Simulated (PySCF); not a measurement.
# The electron affinity along the third row

All values are computed (PySCF 2.14, energy differences of UHF-based or UKS calculations, no spin-orbit coupling). Values in eV. The last column holds reference values (measured affinities from photodetachment; the arrow runs from anion to atom). Unmarked ones compare directly (S terms, centres of terms, or small fine structure); those marked * lie between the lowest fine-structure levels and include a spin-orbit shift.

| element | configurations | MP2 (valence and next inner shell) | SCS-MP2 (all electrons) | CCSD(T) (all electrons) | CCSD (valence) | LDA | PBE | reference |
| --- | --- | --- | --- | --- | --- | --- | --- | --- |
| Al (aug-cc-pwCVDZ, non-relativistic) | [Ne] 3s2 3p2 → [Ne] 3s2 3p1 | 0.299 | 0.209 | 0.350 | 0.334 | 0.640 | 0.584 | 0.433 * |
| Si (aug-cc-pwCVDZ, non-relativistic) | [Ne] 3s2 3p3 → [Ne] 3s2 3p2 | 1.306 | 1.141 | 1.278 | 1.256 | 1.598 | 1.501 | 1.390 * |
| P (aug-cc-pwCVDZ, non-relativistic) | [Ne] 3s2 3p4 → [Ne] 3s2 3p3 | 0.259 | 0.294 | 0.357 | 0.303 | 1.010 | 0.858 | 0.747 * |
| S (aug-cc-pwCVDZ, non-relativistic) | [Ne] 3s2 3p5 → [Ne] 3s2 3p4 | 1.798 | 1.776 | 1.778 | 1.722 | 2.406 | 2.188 | 2.077 * |
| Cl (aug-cc-pwCVDZ, non-relativistic) | [Ar] → [Ne] 3s2 3p5 | 3.563 | 3.464 | 3.420 | 3.365 | 3.974 | 3.709 | 3.613 * |

The highest occupied level of the anion is positive for Al⁻ at LDA, PBE; Si⁻ at LDA, PBE; P⁻ at LDA, PBE; S⁻ at LDA, PBE; Cl⁻ at LDA, PBE, so there the basis helps to hold the electron.

"Valence" correlates the outer s and p shells and, in groups 3 to 12 and the f block, the outer d or f shell, open or full, or the next shell where the ion has no valence electron left; the wider scheme adds the next inner shell.
